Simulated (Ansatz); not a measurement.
Ansatz (a program for electronic structure) input (wB97M-V/6-311G**): A basis named .json is the Basis Set Exchange file of that set (core-valence sets with the plain set on hydrogen).

Ansatz 0.2 input:
```yaml
crystal:
  periodic: [false, false, false]
  atoms:
    - {symbol: S, position_ang: [-0.00000000, -0.00000000, -0.07935692]}
    - {symbol: H, position_ang: [0.00000000, 0.00000000, 1.26971067]}
basis:
  gaussian:
    orbitals: 6-311G__.json
hamiltonian:
  xc: {name: wB97M-V}
total_charge: -1
magnetization: {spin_polarized: false}
```

Output:

```
Functional definition: wB97M-V
integrals: 0.01 GiB planned
275 factors; their error is unknown
integrals: 0.04 GiB planned
76 factors; integrals over basis functions are off by at most 6.2e-5 eV
mean field: 0.10 GiB planned
mean field evaluation 1: about -10851.6331 eV, gradient 1.3e1 eV
mean field evaluation 2: about -10851.9779 eV, gradient 8.2e0 eV
mean field evaluation 4: about -10852.0885 eV, gradient 2.3e-1 eV
mean field evaluation 8: about -10852.0890 eV, gradient 2.1e-3 eV
mean field -10852.08901101 eV, -398.8069153444 hartree, gradient 5.1e-6 eV, S^2 0.000000; 0 other end points of the search recorded, 0 dependent functions left out
reference -10852.08903854 eV, -398.8069163560 hartree; 9, 9 occupied and 24, 24 virtual orbitals, 275 factors
Total energy: -10852.08903854 eV, -398.8069163560 hartree
```
